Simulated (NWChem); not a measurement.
A calculation on dimethyl ether (C2H6O)

```xyz
9

C     -1.1611     0.0000    -0.1881
O      0.0000     0.0000     0.5778
C      1.1611     0.0000    -0.1881
H     -1.2330    -0.8952    -0.8395
H     -1.2330     0.8952    -0.8395
H     -2.0215     0.0000     0.4963
H      1.2330    -0.8952    -0.8395
H      2.0215     0.0000     0.4963
H      1.2330     0.8952    -0.8395
```
Charge 0, spin multiplicity 1.

All runs are NWChem calculations. Structure: optimised with PBE0/def2-SVP, a minimum by its harmonic frequencies.

Symmetry labels belong to the abelian group C2v used in the runs, with the axes of the coordinates shown.

B3LYP has NWChem's definition, with VWN1-RPA local correlation.

**Question.** List the lowest 4 singlet excitations that TD-B3LYP/def2-SVP, VWN1-RPA local correlation gives, with oscillator strengths.

**Answer.** 
```json
[
 {"state": "1", "symmetry": "b2", "energy (eV)": "7.49", "wavelength (nm)": "166", "f": "0.073"},
 {"state": "2", "symmetry": "a2", "energy (eV)": "8.70", "wavelength (nm)": "142", "f": "0.000"},
 {"state": "3", "symmetry": "b2", "energy (eV)": "8.98", "wavelength (nm)": "138", "f": "0.019"},
 {"state": "4", "symmetry": "a1", "energy (eV)": "9.11", "wavelength (nm)": "136", "f": "0.015"}
]
```
